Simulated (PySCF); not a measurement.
## Solvent effects on NMR parameters

Geometry (Å), atoms numbered from 1 in this order:
```xyz
9

B     1.655   -0.056   -0.037
B     0.074   -0.348    0.349
C    -1.213    0.304   -0.266
H     2.310    0.803    0.516
H     2.246   -0.718   -0.864
H    -0.109   -1.161    1.242
H    -1.946   -0.475   -0.539
H    -1.702    0.875    0.546
H    -1.063    0.978   -1.121
```

GIAO PBE0/pcSseg-1 in PySCF 2.14 on one PBE0-D3(BJ)/def2-SVP conformer, non-relativistic, equivalent nuclei averaged. Solvents enter as an IEF-PCM continuum (dichloromethane with ε = 8.9, water with ε = 78.4) around the gas-phase geometry. Shifts are referred to BF3·OEt2, TMS computed in the same medium.

Gas phase, δ in ppm: B1 106.2, B2 105.9, C3 13.3, H4/H5 9.74, H6 9.28, H7/H8/H9 1.40. Dipole moment 0.71 D.

Problem. How does each δ change in the continuum?

Solution. 
| atoms | environment | Δδ, dichloromethane | Δδ, water |
| --- | --- | --- | --- |
| B1 | boron bonded to B, 2 H | -0.3 | -0.4 |
| B2 | boron bonded to C, B, H | +0.1 | +0.1 |
| C3 | methyl carbon bonded to B | +0.7 | +0.8 |
| H4/H5 | hydrogen on a boron bonded to B | -0.09 | -0.11 |
| H6 | hydrogen on a boron bonded to C, B | -0.10 | -0.12 |
| H7/H8/H9 | hydrogen on a methyl carbon bonded to B | +0.06 | +0.07 |

Changes are relative to the gas phase. The dipole moment becomes 0.86 D in dichloromethane, 0.89 D in water.

Problem. Which of the listed nuclei move most (in ppm), and what does the model miss?

Solution. C3 (methyl carbon bonded to B, +0.8 ppm) in water. A continuum only polarises the solute; specific hydrogen bonds, the anisotropy of aromatic solvents and changes of geometry or conformer are outside it.
